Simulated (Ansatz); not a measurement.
`NC(O)(F)S` from Hartree–Fock to CCSD(T)

```json
{"atom": "N1", "x (Å)": "-0.845", "y (Å)": "-0.113", "z (Å)": "-0.946"}
{"atom": "C2", "x (Å)": "0.153", "y (Å)": "0.171", "z (Å)": "0.025"}
{"atom": "O3", "x (Å)": "1.246", "y (Å)": "-0.631", "z (Å)": "-0.144"}
{"atom": "F4", "x (Å)": "0.510", "y (Å)": "1.486", "z (Å)": "-0.172"}
{"atom": "S5", "x (Å)": "-0.450", "y (Å)": "-0.021", "z (Å)": "1.738"}
{"atom": "H6", "x (Å)": "-1.217", "y (Å)": "-1.045", "z (Å)": "-0.818"}
{"atom": "H7", "x (Å)": "-1.594", "y (Å)": "0.566", "z (Å)": "-0.916"}
{"atom": "H8", "x (Å)": "1.456", "y (Å)": "-0.609", "z (Å)": "-1.087"}
{"atom": "H9", "x (Å)": "0.740", "y (Å)": "0.197", "z (Å)": "2.321"}
```

Charge 0, multiplicity 1. The geometry is a stationary point of PBE0-D4/def2-TZVP. It is one conformer, not always the lowest. Frozen core, restricted reference, the Gaussian-basis code of Ansatz. CBS rows extrapolate triple and quadruple zeta; past MP2 they add the triple-zeta difference.

```
     basis     HF (Eh)  MP2 corr.  CCSD corr.       (T)  CCSD(T) total
  def2-SVP  -666.14030   -0.80788    -0.84492         ?              ?
def2-TZVPP  -666.60880          ?    -1.07224  -0.04178              ?
def2-QZVPP  -666.63218   -1.13044           –         –              –
 CBS(def2)           ?   -1.19453           ?     as TZ              ?
```

Task: Fill in the withheld values. (Best estimate.)

Result: Computed: def2-SVP (T): -0.02143; def2-SVP CCSD(T) total: -667.00665; def2-TZVPP MP2 corr.: -1.04393; def2-TZVPP CCSD(T) total: -667.72282; CBS(def2) HF (Eh): -666.63540; CBS(def2) CCSD corr.: -1.22284; CBS(def2) CCSD(T) total: -667.90002.
